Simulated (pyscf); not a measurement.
One four-centre exchange on the singlet surface with elements of a group swapped. ωB97M-D3(BJ)/def2-TZVP, kcal/mol, from the separated reactants. Structures and frequencies: ωB97X-D3(BJ)/def2-SVP in PySCF.

```csv
step,barrier,reaction energy,imaginary mode (i cm⁻¹)
`[OH][SiH2][O][SiH3]` + `[H][H]` -> `[SiH3][O][SiH3]` + `[OH2]`,[?],[?],1340
`[OH][GeH2][O][GeH3]` + `[H][H]` -> `[GeH3][O][GeH3]` + `[OH2]`,48.7,+6.4,1465
```

What belongs in the gaps?


- `[OH][SiH2][O][SiH3]` + `[H][H]` -> `[SiH3][O][SiH3]` + `[OH2]`, barrier: 56.5
- `[OH][SiH2][O][SiH3]` + `[H][H]` -> `[SiH3][O][SiH3]` + `[OH2]`, reaction energy: +22.7

Each row is the saddle that its search found. Elements up to Kr have no core potential and no relativistic terms here.
